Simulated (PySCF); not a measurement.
Compound: C5H8S.
Cartesian coordinates in Å at the PBE0-D3(BJ)/def2-SVP level; atoms count from 1:
```xyz
14
C5H8S angstrom
S      0.4377    2.5412    1.0626
C      0.2165    1.0802    0.3954
C     -1.1124    0.4043    0.1517
C     -0.8007   -0.8006   -0.7368
C      0.6181   -1.1935   -0.3176
C      1.3051    0.1532   -0.0895
H     -1.4957    0.0778    1.1360
H     -1.8560    1.1094   -0.2461
H     -1.5276   -1.6190   -0.6288
H     -0.8080   -0.4969   -1.7971
H      0.5863   -1.7617    0.6275
H      1.1316   -1.8234   -1.0580
H      1.6788    0.5670   -1.0445
H      2.1637    0.1418    0.5970
```

Linear response at B3LYP/def2-SVPD (PySCF, frozen core in the response, non-relativistic). The structure is a single PBE0-D3(BJ)/def2-SVP conformer in the gas phase; no vibrational or solvent corrections.

Static isotropic polarisability: 80.57 au (11.94 Å³), principal values 62.1, 77.2, 102.5 au.

Q: What is the polarisability at 1064 nm and at the sodium D line?

A: 81.49 au at 1064 nm (+1.1 %), 83.78 au at 589.3 nm (+4.0 %). The lowest singlet lies at 503 nm (f = 0.000), near or inside this range; the response is undamped and has a pole at each allowed excitation.

Q: What is the isotropic C6 coefficient between two such molecules, C6 = (3/π)∫α(iω)² dω?

A: 2469 au (Eh·bohr⁶) by a ten-point quadrature over imaginary frequencies, which is 1480 eV·Å⁶ or 142 J·nm⁶/mol.

Q: Which effective excitation energy ω̄ makes London's formula C6 = (3/4)α²ω̄ exact here?

A: ω̄ = 4·C6/(3α²) = 0.507 Eh = 13.8 eV.

Q: What three-body coefficient follows from the one-pole estimate C9 = (3/4)·α·C6?

A: 149000 au. This is an estimate from the two numbers above, not a computed integral.

Q: What does −C6/R⁶ come to at R = 8 Å between centres?

A: -540 J/mol. This is the leading, orientation-averaged term; C8 and higher terms are left out.

Q: How many electrons N does the Slater–Kirkwood formula C6 = (3/4)·√N·α^(3/2) need to give this C6?

A: N = (4·C6/3)²/α³ = 20.7; the species has 54 electrons in all.

Q: The lowest 6 singlets have (eV, f): 2.47, 0.000; 5.38, 0.024; 5.45, 0.230; 6.16, 0.067; 6.31, 0.000; 6.33, 0.025. What share of the static polarisability do they carry in the sum over states α = Σ f/ω²?

A: 8.13 au, 10.1 % of α; the largest term, 5.75 au, is that of the state at 5.45 eV. Their oscillator strengths add up to 0.35. Higher states carry the rest.
